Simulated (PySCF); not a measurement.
These are PBE-D3(BJ)/def2-TZVP // B3LYP-D3(BJ)/def2-SVP in PySCF values and carry that method's errors. Isolated molecules, 0 K electronic values unless said otherwise. 

Reference species (SMILES): `N` (neutral, multiplicity 1).

```json
{
 "HOMO": "-6.07 eV",
 "dipole_moment": "1.75 D"
}
```

Changed species: `O` (free base H2O; the reference has free base NH3).

**Question.** Give the shifts of the HOMO and dipole moment.

**Answer.** the HOMO drops by 0.90 eV, to -6.97 eV; the dipole moment rises by 0.30 D, to 2.05 D.
